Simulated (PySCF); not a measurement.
Compound: 1-buten-3-yne, C4H4.
Numbering: `[CH:1]#[C:2][CH:3]=[CH2:4]` (hydrogens: H5 on C1; H6 on C3; H7, H8 on C4)

The calculation used EOM-IP-CCSD/aug-cc-pVDZ in PySCF, restricted Hartree–Fock reference, 4 core orbitals frozen, non-relativistic, gas phase, PBE0-D3(BJ)/def2-SVP geometry.

Hartree–Fock orbital energies give these Koopmans values (eV): HOMO 9.37, HOMO-1 10.76, HOMO-2 12.65, HOMO-3 14.71, HOMO-4 16.95, HOMO-5 18.29, HOMO-6 19.61.

Problem. What vertical ionisation energies does EOM-IP-CCSD give?

Solution. 
| leading hole (HF orbital) | Koopmans (eV) | EOM-IP-CCSD (eV) | change (eV) | one-hole share |
| --- | --- | --- | --- | --- |
| HOMO | 9.37 | 9.59 | +0.22 | 0.96 |
| HOMO-1 | 10.76 | 10.67 | -0.09 | 0.96 |
| HOMO-2 | 12.65 | 12.23 | -0.42 | 0.94 |
| HOMO-3 | 14.71 | 13.50 | -1.21 | 0.95 |
| HOMO-4 | 16.95 | 15.33 | -1.62 | 0.94 |
| HOMO-5 | 18.29 | 16.54 | -1.75 | 0.93 |
| HOMO-6 | 19.61 | 17.69 | -1.92 | 0.92 |

Problem. Does the order of the lines follow the orbital energies?

Solution. Yes, no two lines change places. The corrections run from -1.92 to +0.22 eV, with a mean of -0.97 eV over the 7 lines; EOM-IP-CCSD lies above the Koopmans value for HOMO.

Problem. At what kinetic energies would He I light (21.22 eV) eject these electrons?

Solution. 11.63 eV (HOMO), 10.55 eV (HOMO-1), 8.99 eV (HOMO-2), 7.72 eV (HOMO-3), 5.89 eV (HOMO-4), 4.68 eV (HOMO-5), 3.53 eV (HOMO-6).

Problem. What total energy has the lowest final state, and which wavelength reaches it?

Solution. E(CCSD) + ionisation energy = -154.28928 + 0.35245 = -153.93683 Eh, at the geometry of the initial state. The threshold wavelength is 1239.84 eV nm/9.59 eV = 129.3 nm.

One root was sought for each valence orbital with −ε under 21 eV, eight at most, so deeper holes and satellites are missing; no vibrational structure.
